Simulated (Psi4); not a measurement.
# H2O (water) at CCSD(T)/pcseg-1 (sweep point 6)

Aim: the energy change on altering one bond length of H2O (water) at CCSD(T)/pcseg-1 (sweep point 6), from 2 runs. 

The calculation is run with Psi4 1.11.

### Step 1. The molecule

H2O has 3 atoms, charge 0, and is taken as a singlet. SMILES: `O`. Geometry: relaxed at PBE0-D4/def2-TZVP.

Bond lengths: O1–H2 0.960 Å, O1–H3 0.960 Å. Angles: H2–O1–H3 105.1°.

### Step 2. The energy at CCSD(T)/pcseg-1 (sweep point 6)

Contents of h2o.in:

```
memory 1600 mb

molecule {
  0 1
  O     -0.302700     0.200200    -0.140600
  H      0.466500     0.548400     0.315300
  H     -0.163800    -0.748600    -0.174700
  symmetry c1
}

set globals {
  reference       rhf
  puream          true
  scf_type        pk
  num_frozen_docc 1
}

E, wfn = energy("ccsd(t)/pcseg-1", return_wfn=True)
```

Launch:

```
$ psi4 h2o.in h2o.out -n 1
```

h2o.out:

```text
[...]
  Running in c1 symmetry.
[...]
  Nuclear repulsion =    9.171300754468179
[...]
  Multiplicity = 1
[...]
  Nalpha       = 5
  Nbeta        = 5
[...]
    Number of basis functions: 24
[...]
   @RHF iter   1:   -75.92536828175554   -4.70645e-01   1.82024e-02 DIIS/ADIIS
[...]
   @RHF iter  10:   -76.00357883410523   -7.67386e-13   3.03777e-09 DIIS
[...]
    Orbital Energies [Eh]
    ---------------------
    Doubly Occupied:
       1A    -20.542290     2A     -1.348099     3A     -0.712513
       4A     -0.577361     5A     -0.504343
[...]
  @RHF Final Energy:   -76.00357883410523
   => Energetics <=
    Nuclear Repulsion Energy =              9.1713007544681791
    One-Electron Energy =                -122.9805467739722928
    Two-Electron Energy =                  37.8056671853988746
    Total Energy =                        -76.0035788341052410
[...]
 Multipole Moments:
 ------------------------------------------------------------------------------------
     Multipole            Electronic (a.u.)      Nuclear  (a.u.)        Total (a.u.)
 ------------------------------------------------------------------------------------
 L = 1.  Multiply by 2.5417464519 to convert [e a0] to [Debye]
 Dipole X            :         -0.1026497            0.8318109            0.7291613
 Dipole Y            :          0.0619916           -0.5024246           -0.4404330
 Dipole Z            :          0.0000000            0.0000000            0.0000000
 Magnitude           :                                                    0.8518553
[...]
      * MP2 total energy                      =  -76.206353401398033
[...]
      * CCSD total energy                     =  -76.214558892656129
[...]
      * CCSD(T) total energy                  =  -76.217292037639808
[...]
```

Run time: 3.3 s. Hardware: 1 thread of Intel Xeon Platinum 8488C (Sapphire Rapids), shared host; peak memory 0.19 GiB.

### Step 3. The distorted shape, same level

Contents of h2o.inp:

```
memory 1600 mb

molecule system {
  0 1
  O     -0.330477     0.389937    -0.133781
  H      0.438723     0.738137     0.322119
  H     -0.163800    -0.748600    -0.174700
  symmetry c1
}

set reference rhf
set puream true
set scf_type pk
set num_frozen_docc 1

energy('ccsd(t)/pcseg-1')
```

Launch:

```
$ psi4 -n 1 h2o.inp h2o.out
```

h2o.out:

```text
[...]
  Running in c1 symmetry.
[...]
  Nuclear repulsion =    8.403692091044611
[...]
  Multiplicity = 1
[...]
  Nalpha       = 5
  Nbeta        = 5
[...]
    Number of basis functions: 24
[...]
   @RHF iter   1:   -75.88474902499668   -5.52454e-01   1.85034e-02 ADIIS/DIIS
[...]
   @RHF iter  11:   -75.97339852529846   -3.12639e-13   4.82361e-09 DIIS
[...]
    Orbital Energies [Eh]
    ---------------------
    Doubly Occupied:
       1A    -20.555352     2A     -1.311873     3A     -0.668469
       4A     -0.555347     5A     -0.498860
[...]
  @RHF Final Energy:   -75.97339852529846
   => Energetics <=
    Nuclear Repulsion Energy =              8.4036920910446113
    One-Electron Energy =                -121.5743805590343243
    Two-Electron Energy =                  37.1972899426912562
    Total Energy =                        -75.9733985252984638
[...]
 Multipole Moments:
 ------------------------------------------------------------------------------------
     Multipole            Electronic (a.u.)      Nuclear  (a.u.)        Total (a.u.)
 ------------------------------------------------------------------------------------
 L = 1.  Multiply by 2.5417464519 to convert [e a0] to [Debye]
 Dipole X            :         -0.1182922            0.8494489            0.7311566
 Dipole Y            :          0.1505587           -0.6611468           -0.5105881
 Dipole Z            :          0.0000000           -0.0000000            0.0000000
 Magnitude           :                                                    0.8917904
[...]
      * MP2 total energy                      =  -76.183102067978609
[...]
      * CCSD total energy                     =  -76.191389913682215
[...]
      * CCSD(T) total energy                  =  -76.194591908082799
[...]
```

Run time: 3.3 s. Hardware: 1 thread of Intel Xeon Platinum 8488C (Sapphire Rapids), shared host; peak memory 0.19 GiB.

### Step 4. Results

At CCSD(T)/pcseg-1 (sweep point 6), 1 core orbital frozen:

| quantity | value |
| --- | --- |
| first shape: total energy | -76.21729 Eh |
| first shape: HOMO energy (Hartree–Fock orbitals) | -13.72 eV |
| first shape: LUMO energy (Hartree–Fock orbitals) | 4.32 eV |
| first shape: HOMO–LUMO gap (Hartree–Fock orbitals) | 18.05 eV |
| first shape: correlation energy (1 core orbital frozen) | -213.7 mEh |
| first shape: (T) correction | -2.73 mEh |
| first shape: T1 diagnostic | 0.006 |
| distorted shape: total energy | -76.19459 Eh |
| distorted shape: HOMO energy (Hartree–Fock orbitals) | -13.57 eV |
| distorted shape: LUMO energy (Hartree–Fock orbitals) | 3.70 eV |
| distorted shape: HOMO–LUMO gap (Hartree–Fock orbitals) | 17.27 eV |
| distorted shape: correlation energy (1 core orbital frozen) | -221.2 mEh |
| distorted shape: (T) correction | -3.20 mEh |
| distorted shape: T1 diagnostic | 0.008 |
| energy change with the O1–H3 bond stretched from 0.960 to 1.151 Å | 0.618 eV |

With the O1–H3 bond stretched from 0.960 to 1.151 Å the energy rises by 0.62 eV (14.2 kcal/mol). The first shape isn't relaxed at this level, so the change isn't measured from a minimum. The triples (first shape) make up 1.3 % of the correlation energy. The triples (distorted shape) make up 1.4 % of the correlation energy.
